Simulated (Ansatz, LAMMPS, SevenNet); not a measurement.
# Zinc-blende InP, LA phonon frequency at X

Reference value: 193 cm⁻¹ (measured, temperature not stated, no zero-point or thermal correction; as tabulated in Ioffe Institute, NSM Archive: InP, mechanic properties page).

Question: What do Vashishta InP.vashishta, SevenNet-0, LDA, PBE, r²SCAN give, and how far is each from the reference?

Answer: 
```
level (code)                      value (cm⁻¹)  cell (Å³/atom)  difference (%)
--------------------------------  ------------  --------------  --------------
Vashishta InP.vashishta (LAMMPS)           177           25.26            -8.3
SevenNet-0 (SevenNet)                      163           26.42           -15.5
LDA (Ansatz)                               178           24.73            -7.8
PBE (Ansatz)                               170           26.45           -11.9
r²SCAN (Ansatz)                            178           25.77            -7.8
```

Nearest, and alike: LDA (-7.8 %), r²SCAN (-7.8 %), Vashishta InP.vashishta (-8.3 %). Farthest off: SevenNet-0 (-15.5 %). Every level misses the reference by more than 5 %. All 5 levels lie below the reference.

The reference has no zero-point or thermal correction, while the calculations are for a static lattice, so the differences are not the levels' errors alone.  Each level is taken at its own relaxed cell. Cutoffs and k meshes differ between the levels. Ansatz's density-functional and Hartree–Fock values are scalar-relativistic unless marked +SOC, with PAW data made under PBE.

Empirical potentials (Vashishta InP.vashishta) are fitted to chosen data, which need not cover the solid at hand: agreement can be built in, and what lay outside the fit can be far off. Machine-learned potentials (SevenNet-0) are trained on DFT data, which may include these solids.

Differences are worked out from the printed values.

Ansatz is an electronic-structure program.
